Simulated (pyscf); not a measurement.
Optimised with ωB97X-D3(BJ)/def2-SVPD in PySCF. MP2 and CC: frozen core, UHF for open shells. ΔMP2 is the change of the MP2 total energy from the triple- to the quadruple-zeta basis.

Estimate the classical barrier height and the reaction energy of NH₂⁻ + H₂C=CH₂ -> NH₃ + HC⁻=CH₂ at CCSD(T)/def2-TZVPPD + ΔMP2(QZVPPD). The step runs on the singlet surface, breaks C–H and forms H–N; take the separated reactants as zero.

ΔE‡ = -2.0 kcal/mol, ΔE = +2.8 kcal/mol. Zero-point energy shifts the barrier by -1.8 kcal/mol. It is a proton transfer, with an imaginary mode of 1340i cm⁻¹. On the reactant side the descent ends in a bound adduct, 10.2 kcal/mol under the separated species and 6.4 kcal/mol under the saddle at ωB97X-D3(BJ)/def2-TZVPD. On the product side the descent ends in a bound adduct, 12.1 kcal/mol under the separated species and 6.6 kcal/mol under the saddle at ωB97X-D3(BJ)/def2-TZVPD. At CCSD(T) the saddle lies under the separated reactants, which points to a path from their complex (located at ωB97X-D3(BJ) alone). At CCSD(T) the saddle lies under the separated products, which points to a path from their complex (located at ωB97X-D3(BJ) alone), and parting the products costs more than the saddle. One saddle was located; it need not be the lowest between these sides. The angle at the transferred H is 178°. The CCSD(T) − MP2 part came from Ansatz, without density fitting, on the same reference.
